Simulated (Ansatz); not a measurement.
Input file:

```yaml
crystal:
  periodic: [false, false, false]
  atoms:
    - {symbol: Zr, position_ang: [0.000000, 0.000000, 0.000000]}
    - {symbol: H, position_ang: [0.000000, 0.000000, -1.963300]}
    - {symbol: H, position_ang: [0.000000, 0.000000, 1.963300]}
basis:
  gaussian: {orbitals: def2-TZVP}
total_charge: 1
magnetization: {spin_polarized: true, initial_magnetization: 1}
hamiltonian: {xc: {name: B3LYP}}
```

```sh
$ ansatz run in.yaml --threads 1 --pin off --events-out ev --progress --plain --max-ram 2816MiB --backend cpu
```

Roughly how long does this take on 1 thread of AMD EPYC 7R13, shared host, and how much host memory?

22 s wall and 0.18 GiB.

```
443 factors; their error is unknown
mean field evaluation 1: about -1298.6808 eV, gradient 1.5e1 eV
mean field evaluation 2: about -1288.7126 eV, gradient 2.9e1 eV
mean field evaluation 4: about -1300.2744 eV, gradient 4.7e0 eV
mean field evaluation 8: about -1300.4578 eV, gradient 2.0e-2 eV
mean field evaluation 16: about -1300.4578 eV, gradient 7.4e-5 eV
mean field evaluation 32: about -1301.2704 eV, gradient 5.1e-5 eV
mean field evaluation 64: about -1300.5364 eV, gradient 1.0e-5 eV
mean field evaluation 96: about -1300.4578 eV, gradient 2.2e-5 eV
mean field evaluation 128: about -1300.6835 eV, gradient 9.1e-1 eV
mean field evaluation 160: about -1300.6652 eV, gradient 7.0e-2 eV
mean field evaluation 192: about -1300.4956 eV, gradient 1.1e0 eV
mean field evaluation 224: about -1300.5485 eV, gradient 1.1e-2 eV
mean field -1301.27043423 eV, -47.8208064252 hartree, gradient 1.6e-6 eV, S^2 0.751936; 19 other end points of the search recorded, 0 dependent functions left out
reference -1301.27065336 eV, -47.8208144779 hartree; 7, 6 occupied and 45, 46 virtual orbitals, 443 factors
Total energy: -1301.27065336 eV, -47.8208144779 hartree
```
